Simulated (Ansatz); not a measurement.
Elastic constant C44 (GPa) of solids drawn from the class of oxides, at two levels: PBE (PAW; Ansatz, an electronic-structure program), and r²SCAN (Ansatz, PAW).

| solid | PBE | r²SCAN | shift (%) |
|---|---|---|---|
| stishovite (SiO2) | 227 | 257 | +13.2 |
| anatase TiO2 (metastable phase) | 48.1 | 50.6 | +5.2 |
| rock-salt SrO | 54.4 | 55.5 | +2.0 |
| rutile SnO2 | 84.6 | 99.5 | +17.6 |
| rock-salt MgO | 141 | 157 | +11.3 |
| cubic perovskite KTaO3 | 98.3 | 108 | +9.9 |
| cubic perovskite BaZrO3 | 83.5 | 91.0 | +9.0 |
| A-type hexagonal La2O3 | 55.9 | 63.7 | +14.0 |
| cubic perovskite BaHfO3 | 89.7 | 99.0 | +10.4 |
| rock-salt CaO | 75.7 | 79.3 | +4.8 |

The shifts run from +2.0 % to +17.6 %, with a median of +10.1 %.

Over all 10 rows r²SCAN is the larger in 10.

Ansatz's runs of these crystals have no spin polarisation.

Spin–orbit coupling is left out, also for the solids with elements from indium on (rutile SnO2, cubic perovskite KTaO3, cubic perovskite BaZrO3, A-type hexagonal La2O3, cubic perovskite BaHfO3); its size isn't shown.

Each level is taken at its own relaxed cell. Ansatz's density-functional and Hartree–Fock values are scalar-relativistic unless marked +SOC, with PAW data made under PBE.
